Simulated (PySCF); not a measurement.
**CCl₄ + F₂ → CF₂ + 2 Cl₂**

Level: PBE in the def2-TZVP basis family, all electrons, no relativity, computed in PySCF with density fitting; open shells unrestricted.

```
species                           state and structure       E (Eh)  ZPE (kJ/mol)  H(298 K) − H(0) (kJ/mol)  S° (J/(mol K))
   CCl₄                singlet, Td, C–Cl 1.782 Å (×4)  -1878.16233          23.5                      17.6           312.2
     F₂                     singlet, D∞h, F–F 1.413 Å   -199.42304           6.0                       8.8           202.5
    CF₂  singlet, C2v, C–F 1.318 Å (×2); F–C–F 104.6°   -237.57582          17.2                      10.4           241.4
    Cl₂                   singlet, D∞h, Cl–Cl 2.008 Å   -920.02118           3.2                       9.2           223.0
```

(1) What is the electronic reaction energy?

(2) Add zero-point, thermal and entropy terms for 298.15 K and 1 bar.

Results:

(1) At PBE/def2-TZVP, ΔE = -86.1 kJ/mol from the differences of the total energies times 2625.5, downhill. Fluorination of this kind underlies dry etching and chamber cleaning.

(2) ΔZPE = -5.9 and Δ[H(298) − H(0)] = 2.4 kJ/mol give ΔH° = -89.6 kJ/mol. ΔS° = 172.7 J/(mol K), so ΔG° = -89.6 − 298.15 × (0.1727) = -141 kJ/mol and log₁₀K = 24.7.

Only the bonding shown was studied: isomers, or loss of a ligand pair, can lie lower.
